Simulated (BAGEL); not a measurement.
**HF/cc-pVDZ (density fitting with qzvpp-jkfit) run of C3H3FO (SMILES F/C=C1\CO1)**

Aim: the energy change on altering one bond length of C3H3FO at HF/cc-pVDZ (density fitting with qzvpp-jkfit), from 2 runs. 

The results are computed with BAGEL 1.2.2.

3 further runs of the same task are left out: 2 that didn't finish, 1 set aside as unsound or not needed.

## 1. The molecule

The species is C3H3FO (8 atoms), meant as a singlet with charge 0. SMILES: `F/C=C1\CO1`. Geometry: relaxed at GFN2-xTB.

Bond lengths: F1–C2 1.349 Å, C2–C3 1.307 Å, C3–C4 1.438 Å, C3–O5 1.343 Å, C4–O5 1.431 Å, C2–H6 1.077 Å, C4–H7 1.083 Å, C4–H8 1.083 Å. Some angles: F1–C2–C3 120.5°, C2–C3–C4 156.6°, C2–C3–O5 141.5°, C4–C3–O5 61.9°, C3–C4–O5 55.8°, C3–O5–C4 62.3°, F1–C2–H6 113.5°, C3–C2–H6 126.0°, C3–C4–H7 119.7°, C3–C4–H8 119.7°.

## 2. The energy at HF/cc-pVDZ (density fitting with qzvpp-jkfit)

hf.json reads:

```json
{ "bagel" : [

{
  "title" : "molecule",
  "basis" : "cc-pvdz.json",
  "df_basis" : "qzvpp-jkfit",
  "angstrom" : true,
  "geometry" : [
    { "atom" : "F", "xyz" : [   -0.528810,    0.703620,    2.084190 ] },
    { "atom" : "C", "xyz" : [   -0.204900,    1.107630,    0.838230 ] },
    { "atom" : "C", "xyz" : [    0.028820,    0.231420,   -0.103600 ] },
    { "atom" : "C", "xyz" : [    0.165950,   -1.076450,   -0.685450 ] },
    { "atom" : "O", "xyz" : [    0.361730,    0.147350,   -1.401700 ] },
    { "atom" : "H", "xyz" : [   -0.167420,    2.178800,    0.730700 ] },
    { "atom" : "H", "xyz" : [    1.063180,   -1.654640,   -0.502120 ] },
    { "atom" : "H", "xyz" : [   -0.718550,   -1.637730,   -0.960260 ] }
  ]
},
{
  "title" : "hf"
},
{
  "title" : "print",
  "file" : "orbitals.molden",
  "orbitals" : true
}

]}
```

The basis set cc-pVDZ is read from a file made from the Basis Set Exchange's data (not shown).

The run is started by

```sh
$ BAGEL_NUM_THREADS=1 BAGEL hf.json > hf.out
```

Standard output:

```text
* using 1 threads per process

  ===============================================================
  ===============================================================

  *** Geometry ***

  { "atom" : "F", "xyz" : [     -0.999306,      1.329649,      3.938548 ] },
  { "atom" : "C", "xyz" : [     -0.387205,      2.093117,      1.584025 ] },
  { "atom" : "C", "xyz" : [      0.054462,      0.437320,     -0.195776 ] },
  { "atom" : "C", "xyz" : [      0.313600,     -2.034196,     -1.295313 ] },
  { "atom" : "O", "xyz" : [      0.683571,      0.278451,     -2.648829 ] },
  { "atom" : "H", "xyz" : [     -0.316378,      4.117335,      1.380823 ] },
  { "atom" : "H", "xyz" : [      2.009119,     -3.126816,     -0.948869 ] },
  { "atom" : "H", "xyz" : [     -1.357863,     -3.094861,     -1.814628 ] },

  Number of auxiliary basis functions:      433

  Since a DF basis is specified, we compute 2- and 3-index integrals:
    o Being stored without compression. Storage requirement is 0.025 GB

  Number of basis functions:       85
  Number of electrons      :       38

    * METHOD: MOLECULE                             0.31

  *** RHF ***

  === Nuclear Repulsion ===
   160.9916967920

      * DIIS with orbital gradients will be used.

  === RHF iteration (cc-pvdz.json) ===
      0       -289.40588061          0.01300629           0.07
      1       -289.51395860          0.00877705           0.07
      2       -289.55817677          0.00153667           0.07
      3       -289.56001627          0.00037998           0.07
      4       -289.56012731          0.00011716           0.07
      5       -289.56014054          0.00004146           0.07
      6       -289.56014264          0.00001889           0.07
      7       -289.56014311          0.00000590           0.07
      8       -289.56014314          0.00000330           0.07
      9       -289.56014315          0.00000080           0.07
     10       -289.56014315          0.00000036           0.07
     11       -289.56014315          0.00000015           0.07
     12       -289.56014315          0.00000006           0.07
     13       -289.56014315          0.00000002           0.07
     14       -289.56014315          0.00000001           0.07
    * SCF iteration converged.

    * Permanent dipole moment:
           (   -0.044680,     0.433663,     0.190727) a.u.

    * METHOD: HF                                   1.27

    * METHOD: PRINT                                0.03

  ===============================================================
```

It took 1.8 s on 1 thread of Arm Neoverse N1, shared host; peak memory 0.11 GiB.

## 3. The distorted shape at the same level

calc.json reads:

```json
{ "bagel": [

{
  "title": "molecule",
  "basis": "cc-pvdz.json",
  "df_basis": "qzvpp-jkfit",
  "angstrom": "true",
  "geometry": [
    { "atom": "F", "xyz": [      -0.917498,       0.218813,       3.579326 ] },
    { "atom": "C", "xyz": [      -0.204900,       1.107630,       0.838230 ] },
    { "atom": "C", "xyz": [       0.028820,       0.231420,      -0.103600 ] },
    { "atom": "C", "xyz": [       0.165950,      -1.076450,      -0.685450 ] },
    { "atom": "O", "xyz": [       0.361730,       0.147350,      -1.401700 ] },
    { "atom": "H", "xyz": [      -0.167420,       2.178800,       0.730700 ] },
    { "atom": "H", "xyz": [       1.063180,      -1.654640,      -0.502120 ] },
    { "atom": "H", "xyz": [      -0.718550,      -1.637730,      -0.960260 ] }
  ]
},

{
  "title": "hf"
},

{
  "title": "print",
  "file": "orbitals.molden",
  "orbitals": "true"
}

]}
```

The basis set cc-pVDZ is read from a file made from the Basis Set Exchange's data (not shown).

The run is started by

```sh
$ BAGEL_NUM_THREADS=1 BAGEL calc.json > calc.out
```

Standard output:

```text
* using 1 threads per process

  ===============================================================
  ===============================================================

  *** Geometry ***

  { "atom" : "F", "xyz" : [     -1.733820,      0.413497,      6.763946 ] },
  { "atom" : "C", "xyz" : [     -0.387205,      2.093117,      1.584025 ] },
  { "atom" : "C", "xyz" : [      0.054462,      0.437320,     -0.195776 ] },
  { "atom" : "C", "xyz" : [      0.313600,     -2.034196,     -1.295313 ] },
  { "atom" : "O", "xyz" : [      0.683571,      0.278451,     -2.648829 ] },
  { "atom" : "H", "xyz" : [     -0.316378,      4.117335,      1.380823 ] },
  { "atom" : "H", "xyz" : [      2.009119,     -3.126816,     -0.948869 ] },
  { "atom" : "H", "xyz" : [     -1.357863,     -3.094861,     -1.814628 ] },

  Number of auxiliary basis functions:      433

  Since a DF basis is specified, we compute 2- and 3-index integrals:
    o Being stored without compression. Storage requirement is 0.025 GB

  Number of basis functions:       85
  Number of electrons      :       38

    * METHOD: MOLECULE                             0.31

  *** RHF ***

  === Nuclear Repulsion ===
   137.7143715369

      * DIIS with orbital gradients will be used.

  === RHF iteration (cc-pvdz.json) ===
      0       -288.96183821          0.01538825           0.07
      1       -288.25810247          0.02683937           0.07
      2       -289.23267878          0.00681962           0.07
      3       -289.27201761          0.00313456           0.07
      4       -289.28007060          0.00150998           0.07
      5       -289.28288865          0.00034673           0.07
      6       -289.28310847          0.00016100           0.07
      7       -289.28316603          0.00009552           0.07
      8       -289.28320229          0.00006472           0.07
      9       -289.28322158          0.00004732           0.07
     10       -289.28323573          0.00003359           0.07
     11       -289.28324372          0.00002154           0.07
     12       -289.28324636          0.00001079           0.07
     13       -289.28324664          0.00000500           0.07
     14       -289.28324669          0.00000164           0.07
     15       -289.28324669          0.00000106           0.07
     16       -289.28324669          0.00000061           0.07
     17       -289.28324669          0.00000047           0.07
     18       -289.28324669          0.00000038           0.07
     19       -289.28324669          0.00000028           0.07
     20       -289.28324669          0.00000017           0.07
     21       -289.28324669          0.00000011           0.07
     22       -289.28324669          0.00000006           0.07
     23       -289.28324669          0.00000003           0.07
     24       -289.28324669          0.00000002           0.07
     25       -289.28324669          0.00000001           0.07
     26       -289.28324669          0.00000000           0.07
    * SCF iteration converged.

    * Permanent dipole moment:
           (   -0.826015,     0.230891,     3.225011) a.u.

    * METHOD: HF                                   2.15

    * METHOD: PRINT                                0.03

  ===============================================================
```

Wall time 2.6 s (1 thread of Arm Neoverse N1, shared host); peak memory 0.11 GiB.

## 4. Summary of results

Level: HF/cc-pVDZ (density fitting with qzvpp-jkfit).

```
                                                         quantity          value
                                        first shape: total energy  -289.56014 Eh
                                       first shape: dipole moment         1.21 D
                                         first shape: HOMO energy       -9.90 eV
                                         first shape: LUMO energy        5.14 eV
                                       first shape: HOMO–LUMO gap       15.04 eV
                                    distorted shape: total energy  -289.28325 Eh
                                   distorted shape: dipole moment         8.48 D
                                     distorted shape: HOMO energy       -9.64 eV
                                     distorted shape: LUMO energy       -2.35 eV
                                   distorted shape: HOMO–LUMO gap        7.28 eV
energy change with the F1–C2 bond stretched from 1.349 to 2.968 Å       7.535 eV
```

What this shows: One bond (distorted shape) is far stretched, which a spin-restricted single reference describes badly; a broken-symmetry solution may lie lower. With the F1–C2 bond stretched from 1.349 to 2.968 Å the energy rises by 7.53 eV (727 kJ/mol). The first shape isn't relaxed at this level, so the change isn't measured from a minimum. A restricted reference can't describe the breaking bond well at this length.
